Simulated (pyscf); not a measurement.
Optimised with ωB97X-D3(BJ)/def2-SVP in PySCF.

Problem. `[GaH2][O][AsH2]` + `[H][H]` -> `[OH][AsH2]` + `[GaH3]`
Surface: singlet. Broken: Ga–O, H–H. Formed: H–O, Ga–H. Give ΔE‡ and ΔE from ωB97M-D3(BJ)/def2-TZVP, relative to the separated reactants.

Solution. ΔE‡ = 20.9 kcal/mol, ΔE = +11.9 kcal/mol. Zero-point energy shifts the barrier by +2.5 kcal/mol. It is a four-centre exchange, with an imaginary mode of 1328i cm⁻¹. On the product side the descent ends in an adduct with a Ga–O contact, 18.1 kcal/mol under the separated species and 24.4 kcal/mol under the saddle at ωB97X-D3(BJ)/def2-TZVP. What is counted as broken (Ga–O) persists as a longer contact in the product adduct; parting that adduct is a step of its own. At the saddle there is also a short Ga–H contact that neither side keeps. H₂Ga–O–AsH₂ lies 20.8 kcal/mol over its isomer HO–GaH–AsH₂ (electronic energy, ωB97M-D3(BJ)). One saddle was located; it need not be the lowest between these sides. Elements up to Kr have no core potential and no relativistic terms here.
